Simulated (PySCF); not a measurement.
Molecule: Methyl Ethyl Formamide (SMILES N(CC)(C)C=O).

Geometry (Å), atoms numbered from 1 in this order:
```xyz
15

C    -1.712   -0.456    0.479
C    -0.827    0.534   -0.263
N     0.590    0.279   -0.093
C     1.210   -0.750   -0.880
C     1.285    0.989    0.835
O     0.824    1.847    1.552
H    -1.525   -1.494    0.162
H    -2.774   -0.238    0.292
H    -1.536   -0.389    1.563
H    -1.053    0.524   -1.343
H    -1.009    1.551    0.112
H     1.138   -0.530   -1.960
H     2.275   -0.821   -0.617
H     0.752   -1.738   -0.703
H     2.363    0.691    0.864
```

Spin–spin couplings on one PBE0-D3(BJ)/def2-SVP geometry, PySCF, gas phase, non-relativistic, equivalent pairs averaged (spin–dipole term only in couplings to heteroatoms); isotopes ¹³C, ¹H, ¹⁵N; functional B3LYP.

How do the couplings (Hz) change with the basis set? Times are CPU seconds on shared hosts with different chips, so compare them loosely. Far from the basis limit: 6-31G*, pcJ-0, 6-31G-J, def2-TZVP, cc-pVTZ.

Results:


| basis set | functions | ¹J(C5,H15) | ¹J(C2,H10) | ¹J(C4,H12) | ¹J(C1,H7) | ¹J(C1,C2) | ¹J(N3,C5) | ¹J(N3,C4) | core-s |
| --- | --- | --- | --- | --- | --- | --- | --- | --- | --- |
| 6-31G* | 102 | 188.8 | 154.4 | 148.5 | 142.2 | 50.6 | -19.4 | -19.1 | 11 |
| pcJ-0 | 105 | 177.2 | 123.2 | 121.5 | 114.1 | 29.2 | -6.4 | -9.6 | 8.3 |
| 6-31G-J | 108 | 203.3 | 147.4 | 146.1 | 137.4 | 38.6 | -14.3 | -14.8 | 9.1 |
| def2-TZVP | 240 | 187.0 | 134.8 | 133.9 | 126.0 | 36.9 | -14.7 | -13.4 | 29 |
| pcJ-1 | 252 | 195.6 | 142.6 | 141.6 | 133.4 | 38.8 | -15.4 | -14.7 | 48 |
| cc-pVTZ | 306 | 176.8 | 125.5 | 126.1 | 118.5 | 27.8 | -15.6 | -10.9 | 41 |

The Fermi-contact term samples the wavefunction at the nucleus, which is why sets with added tight s functions (names with J) are made for couplings.
